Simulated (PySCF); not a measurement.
CH3, SMILES [CH3], multiplicity 2. Atoms are numbered in the order given.

```xyz
4

C      0.0000     0.0000     0.0000
H      1.0810     0.0000     0.0000
H     -0.5405    -0.9362     0.0000
H     -0.5405     0.9362     0.0000
```
Charge 0, spin multiplicity 2.

Coordinates come from a TPSSh-D3(BJ)/def2-TZVPD optimisation. The isomer is the one that the SMILES or the coordinates give; other isomers of the formula were not compared.

Two levels are set side by side: PBE/pcH-1 (PySCF) and B3LYP/pcH-1 (PySCF). Contact hyperfine couplings, same geometry. Differences are taken from unrounded values.

```
quantity                        PBE
----------------------------  -----
A(iso) of 13C, atom C1 (MHz)   78.2
A(iso) of 1H, atom H2 (MHz)   -65.7
A(iso) of 1H, atom H3 (MHz)   -65.7
A(iso) of 1H, atom H4 (MHz)   -65.7
```

Q: These are the PBE values. What does B3LYP give? (The exact figures need the calculation; the answer reports its results.)

A: 
```csv
quantity,B3LYP,PBE minus B3LYP
"A(iso) of 13C, atom C1 (MHz)",92.0,-13.8
"A(iso) of 1H, atom H2 (MHz)",-66.4,0.6
"A(iso) of 1H, atom H3 (MHz)",-66.4,0.6
"A(iso) of 1H, atom H4 (MHz)",-66.4,0.6
```

Rough cost on one machine, each run with all the roots and properties that it gave: B3LYP against PBE within a factor of 2.
